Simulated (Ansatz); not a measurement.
Cartesian coordinates in Å:
```
O -1.2572 1.1334 -0.3430
B 0.0317 0.7242 -0.2208
Al 0.4347 -1.2935 0.3935
H -1.3484 2.0498 -0.6222
H 0.8981 1.5346 -0.4698
H 0.6142 -1.6801 1.9309
H 0.6269 -2.4684 -0.6686
```

Total charge 0; spin multiplicity 1.

(1) List the r2SCAN/def2-TZVPP orbital energies in eV (the Gaussian-basis code of Ansatz). (Best estimate.)

## Answers

(1) Computed: Occupied: -1516.60, -516.68, -180.86, -110.13, -70.52, -70.23, -70.21, -27.36, -14.69, -11.66, -10.26, -9.45, -8.91, -7.27, -6.04. Lowest empty: -1.98, -1.64, 0.78, 1.18, 1.66, 3.10, 3.28, 3.30.
